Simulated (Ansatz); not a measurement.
**A rate constant, worked out**

An elementary step of CH$_{3}$ClF (charge -1), closed shell ([CH₃Cl ([CH3][Cl]) + F]⁻ → [CH₃F ([CH3][F]) + Cl]⁻; Cl–C broken or loosened, C–F formed or tightened). The start structure is the reactant molecule, and the electronic barrier above it is 0.139 eV by CCSD(T) at an estimated basis limit (MP2 extrapolated from triple and quadruple zeta, plus CCSD(T) − MP2 in triple zeta). Program: Ansatz 0.2.0. Basis: def2-TZVPPD and def2-QZVPPD. Cores are frozen in the correlated methods. Extrapolation: Hartree–Fock as exp(−7.88 √X), correlation as X^−2.97. Harmonic wavenumbers at PBE0-D4/def2-TZVPD (Ansatz 0.2.0), in cm⁻¹:

Start: 106, 106, 174, 527, 942, 942, 1235, 1433, 1433, 3156, 3281, 3281.

Saddle: 389i, 239, 239, 288, 972, 973, 1128, 1394, 1394, 3191, 3374, 3376.

(1) Work out the transition-state-theory rate constant at 300 K from these numbers alone (harmonic vibrations; rotation, path degeneracy and anharmonicity left out), and the Wigner tunnelling factor. Use 1 cm⁻¹ = 1.2398 × 10⁻⁴ eV and k_B = 8.617 × 10⁻⁵ eV/K.

The T1 diagnostic stays at or below 0.019.

Results:

(1) Zero-point energies, half the sums: start 16616/2 cm⁻¹ = 1.0301 eV; saddle, real modes only, 16568/2 cm⁻¹ = 1.0271 eV.
Barrier with zero-point energy: 0.139 + 1.0271 − 1.0301 = 0.1360 eV.
k_BT = 0.02585 eV, so the barrier is 5.26 k_BT.
Vibrational partition functions from the zero-point level, ln q = −Σ ln(1 − exp(−hν/k_BT)): start 2.519, saddle 1.080.
k = (k_BT/h) exp(ln q‡ − ln q) exp(−E0/k_BT), with log₁₀(k_BT/h in s⁻¹) = 12.80: log₁₀ k = 12.80 + (-1.439 − 5.26)/2.3026 = 9.89, so k ≈ 8 × 10^(9) s⁻¹.
Wigner factor: 1 + (hν‡/k_BT)²/24 = 1 + (1.87)²/24 = 1.15. A change of 1 kcal/mol (0.043 eV) in the barrier would change k by a factor of 5.4 at this temperature.

Labels in which every atom is bracketed show which atoms are joined, not bond orders.

For scale, one of the runs: CCSD(T)/def2-TZVPPD, 179 basis functions, launched by `ansatz run in.yaml --threads 2 --pin off --events-out ev --progress --plain --max-ram 4352MiB`. The run took 39 s on 2 CPU threads of an Arm Neoverse V2 (shared host), with 1.7 GiB of host memory at its peak.
